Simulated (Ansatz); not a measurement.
## Ansatz (development build ahead of 0.2.0) run

```yaml
crystal:
  periodic: [false, false, false]
  atoms:
    - { symbol: S, position_ang: [0.0, 0.0, -0.34162] }
    - { symbol: O, position_ang: [0.0, 1.1504, 0.34162] }
    - { symbol: O, position_ang: [0.0, -1.1504, 0.34162] }
basis:
  gaussian: { orbitals: cc-pVDZ }
hamiltonian:
  xc: hf
```

The input is written out in the form of the current development build from the run's settings.

Output:

```
Converged                       : yes
Total energy                    : -547.15016 hartree
Spin squared of the determinant : 0.000
```

Caution: no unrestricted run beside it, a lower state can exist.
